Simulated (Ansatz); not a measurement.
Forces on a displaced structure

AlSiNH$_{3}$ (SMILES [AlH2][N]=[SiH+]) (charge +1), singlet, at a frame of a short PBE0-D4/def2-SVP trajectory.

Al1  (-1.017, 0.299, -1.023)
N2  (0.252, 0.039, 0.430)
Si3  (1.405, -0.444, 1.315)
H4  (-1.512, -1.280, -1.310)
H5  (-1.374, 1.814, -1.384)
H6  (2.516, -1.171, 1.805)
(Å)

Program: Ansatz 0.2.0. Basis: def2-TZVPP. Cores are frozen in the correlated methods.

CCSD(T) forces from the calculation:
```
atom      Fx      Fy  Fz (eV/Å)
 Al1  -0.236  -0.913      0.666
  N2  -1.027   0.406     -1.175
 Si3  -0.189   0.237     -0.139
  H4   0.356   1.366     -0.015
  H5   0.208  -0.595      0.031
  H6   0.889  -0.501      0.633
```

Which atom feels the largest CCSD(T) force, and how large is it?

N2, 1.61 eV/Å, along (-0.64, 0.25, -0.73).

Root-mean-square difference of the force components from those of CCSD(T): PBE-D4 0.145; r2SCAN-D4 0.188; PBE0-D4 0.332; wB97M-V 0.404 eV/Å.

The T1 diagnostic stays at or below 0.025. The restricted Hartree–Fock reference is unstable towards an unrestricted one here. These are differences at one structure, and CCSD(T) in triple zeta is itself an approximation.

For scale, one of the runs: CCSD(T)/def2-TZVPP forces, 157 basis functions, launched by `ansatz run in.yaml --threads 2 --pin off --events-out ev --progress --plain --max-ram 3481MiB`. Time: 60 s of wall clock on 2 CPU threads of an Arm Neoverse V1; the host was shared. Peak host memory: 1.8 GiB.
